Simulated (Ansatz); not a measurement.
## Ansatz (development build ahead of 0.2.0) run

```yaml
crystal:
  periodic: [false, false, false]
  atoms:
    - { symbol: O, position_ang: [0.15912, 0.28573, 0.25031] }
    - { symbol: O, position_ang: [-0.83708, 0.51692, -0.35767] }
    - { symbol: O, position_ang: [0.67962, -0.77873, 0.13995] }
basis:
  gaussian: { orbitals: def2-SVP }
magnetization:
  spin_polarized: true
  initial_magnetization: 2
hamiltonian:
  xc: hf
output:
  forces: true
```

The input is written out in the form of the current development build from the run's settings.

Output:

```json
{
 "Converged": "yes",
 "Total energy": "-224.10265 hartree",
 "Spin squared of the determinant": "2.015",
 "Stability test": "minimum"
}
```

Forces (eV/Å):
```
atom      Fx      Fy      Fz
  O1   4.687   8.172   7.061
  O2  -7.241   0.092  -5.140
  O3   2.554  -8.264  -1.921
```

Caution: another spin multiplicity may lie lower.
